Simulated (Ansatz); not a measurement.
Rock-salt ZrC, treated with r²SCAN in Ansatz (plane waves, PAW).

Run with plane-wave cutoff 600 eV, 16×16×16 k mesh, Fermi–Dirac smearing 0.1 eV, finite displacements, force constants from a 4×4×4 q mesh, scalar-relativistic PAW data made under PBE.

Computed at the level's own relaxed cell. Harmonic vibrational thermodynamics at fixed volume:

```json
[
 {"T (K)": "0", "S_vib (J/K per mol of atoms)": "0.00", "C_V (J/K per mol of atoms)": "0.00", "F_vib (eV/atom)": "0.0692"},
 {"T (K)": "100", "S_vib (J/K per mol of atoms)": "3.00", "C_V (J/K per mol of atoms)": "6.56", "F_vib (eV/atom)": "0.0684"},
 {"T (K)": "400", "S_vib (J/K per mol of atoms)": "22.76", "C_V (J/K per mol of atoms)": "21.12", "F_vib (eV/atom)": "0.0267"},
 {"T (K)": "500", "S_vib (J/K per mol of atoms)": "27.61", "C_V (J/K per mol of atoms)": "22.35", "F_vib (eV/atom)": "0.0005"},
 {"T (K)": "600", "S_vib (J/K per mol of atoms)": "31.76", "C_V (J/K per mol of atoms)": "23.09", "F_vib (eV/atom)": "-0.0303"},
 {"T (K)": "700", "S_vib (J/K per mol of atoms)": "35.36", "C_V (J/K per mol of atoms)": "23.55", "F_vib (eV/atom)": "-0.0651"},
 {"T (K)": "800", "S_vib (J/K per mol of atoms)": "38.52", "C_V (J/K per mol of atoms)": "23.87", "F_vib (eV/atom)": "-0.1034"}
]
```

The crystal is taken as a harmonic solid at every temperature: melting, phase changes and thermal expansion are not seen, nor the electrons' share in a metal.

Ansatz is a program for electronic structure.
